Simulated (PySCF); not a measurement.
Compound: PS4 (charge -3).
SMILES with atom numbers: `[S:1]=[P:2]([S-:3])([S-:4])[S-:5]`
Bond orders are those of one Lewis drawing.
The ion is multiply charged and has no counter-ions or solvent; whether it holds all its electrons wasn't checked.

Computed by this run: PySCF, PBE0-D3(BJ)/def2-SVP geometry optimisation, gas phase; density fitting, grid level 1; the optimiser is geomeTRIC in internal coordinates, started from a GFN2-xTB structure with every atom displaced at random (about 0.01 Å).

Geometry at step 0:
```
atom  x, y, z in Å
S1      0.0798   -0.3408    2.0291
P2     -0.0041   -0.0035   -0.0055
S3     -0.2150    2.0081   -0.3871
S4      1.7733   -0.6854   -0.8564
S5     -1.6004   -1.0124   -0.8179
```

**Question.** Give the atomic forces at this geometry.

**Answer.** 
| atom | Fx (eV/Å) | Fy (eV/Å) | Fz (eV/Å) |
| --- | --- | --- | --- |
| S1 | -0.039 | -0.074 | 0.733 |
| P2 | 0.420 | -0.140 | -0.071 |
| S3 | -0.082 | 0.809 | -0.097 |
| S4 | 0.352 | -0.157 | -0.233 |
| S5 | -0.651 | -0.438 | -0.332 |

The largest, 0.85 eV/Å, acts on S5; the rms over all components is 0.395 eV/Å. The forces sum to zero within rounding, as they must for an isolated molecule in no field.

**Question.** Give the force on S5 in Eh/bohr and in nN.

**Answer.** 0.852 eV/Å ÷ 51.422 = 0.01658 Eh/bohr, and 0.852 eV/Å × 1.602 = 1.37 nN.

**Question.** How far is this geometry from the end of the optimisation?

**Answer.** 0.056 eV above it, and 0.036 Å rms away after alignment. The bonds farthest from their final lengths, with half the difference of the two atoms' forces along the bond (positive lengthens):

```json
{"bond": "P2–S5", "now (Å)": "2.056", "final (Å)": "2.102", "force along bond (eV/Å)": "+0.54"}
{"bond": "P2–S3", "now (Å)": "2.058", "final (Å)": "2.102", "force along bond (eV/Å)": "+0.49"}
{"bond": "S1=P2", "now (Å)": "2.064", "final (Å)": "2.102", "force along bond (eV/Å)": "+0.38"}
{"bond": "P2–S4", "now (Å)": "2.085", "final (Å)": "2.102", "force along bond (eV/Å)": "+0.01"}
```

The angle farthest from its final value is S1–P2–S4, 108.3° against 109.4°.

Of the 4 listed bonds off by 0.010 Å or more, this force points towards the final length in 4.

What follows is the cost of the whole optimisation. The run took 7.7 s on an Arm Neoverse V2 with one thread, no GPU, on a shared host, and the process peaked at 0.38 GiB of memory.
